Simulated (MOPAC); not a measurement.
MOPAC input (PM3):

```
PM3 PRECISE GNORM=0.05 LET XYZ GEO-OK AUX(PRECISION=9) THREADS=1
CHF3

C     0.00053452 1    0.00126565 1    0.33943617 1
H     0.00225136 1    0.00533085 1    1.42969220 1
F     0.00598628 1    1.25541479 1   -0.13307438 1
F     1.08434551 1   -0.63379114 1   -0.12772827 1
F    -1.09093829 1   -0.62305973 1   -0.12434282 1
```

Problem. What heat of formation does the run end on?

Solution. -162.00 kcal/mol.
